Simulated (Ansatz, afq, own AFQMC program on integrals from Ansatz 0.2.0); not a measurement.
## Where AFQMC and coupled cluster stand for GeNH3, triplet

```csv
atom,x (Å),y (Å),z (Å)
Ge,-0.3132,-0.0024,0.0010
N,1.8084,0.0138,-0.0057
H,-0.8646,1.6279,0.0044
H,-0.8415,-0.8252,1.4173
H,-0.8504,-0.8222,-1.4137
```

Connectivity, by distances: GeH3–N.

Basis cc-pVDZ. Only valence electrons are correlated. Ansatz 0.2.0 and our own AFQMC program on the same integrals; the CISD trial comes from CCSD amplitudes, and released means the phaseless constraint is let go. Free AFQMC starts from the CCSD state and is never constrained. Its projection time is finite, and what remains of the start isn't in its error. Uncertainties: one standard error, sampling alone. No spin–orbit coupling.

Determinant: UHF, the one that the program's search chose, which needn't be the lowest solution. The geometry is a point of a scan.

No full CI on the walks' own integrals is used here. The released AFQMC energy serves as the reference, which it does only where one determinant dominates, the energy is flat over the last release times and near the phaseless one (40 meV or 2 meV an electron, half that with transition metals). On small molecules, where full CI could be run and the noise was under 10 meV, such values lay within 10 meV of it in 19 cases of 20, a flattering rate, since the rule was set on those same cases; what remains of the bias isn't in the error bar.

Cautions: no relativity below Rb; no spin-orbit coupling; inner d shell frozen; lower spins were not checked; unrestricted determinant slightly spin contaminated (⟨S²⟩ 2.09 against 2.00); the released value is read at 2.40 1/Eh with a noise of 16 meV, more than in the cases checked (meV from the phaseless value at times in 1/Eh: -10 ± 14 at 0.24, -24 ± 14 at 0.51, -6 ± 13 at 0.99, -14 ± 18 at 1.62, -10 ± 16 at 2.40).

```
T1 diagnostic                               : 0.0224
weight of the determinant in the CISD state : 0.866
⟨S²⟩ of the determinant                     : 2.086
size of the correlated space                : 12 electrons in 41 orbitals
```

```json
{"level": "MP2", "correlation energy (eV)": "-5.3921"}
{"level": "CCSD", "correlation energy (eV)": "-6.6474"}
{"level": "CCSD(T)", "correlation energy (eV)": "-6.8149"}
```

Task: Estimate where phaseless AFQMC with the Hartree–Fock trial lies against CCSD(T) on the same integrals.

Result: 0.95 ± 1.21 kcal/mol above CCSD(T). The gap is under twice the noise, so this walk alone can't tell the two apart.

Reference: AFQMC with the constraint released, correlation energy -6.864 ± 0.016 eV.

| level | E − E(reference) (kcal/mol) | share of correlation (%) |
| --- | --- | --- |
| CCSD(T) | 1.13 ± 0.37 | 99.28 |
| ph-AFQMC/HF | 2.08 ± 1.26 | 98.68 |
| ph-AFQMC/CISD | 0.23 ± 0.43 | 99.86 |
| free AFQMC | 0.07 ± 0.49 | 99.96 |

Free projections are given only where their last times agree within the noise and don't stop above the reference; a slow remainder of the start can still hide under it. A walk keeps the symmetry of its determinant, which the program's search chose and which needn't be the lowest solution, so a lower state of the same spin and another symmetry isn't excluded. Released energies are given only where the last usable release times agree within the noise; a slower fall can still hide under it.
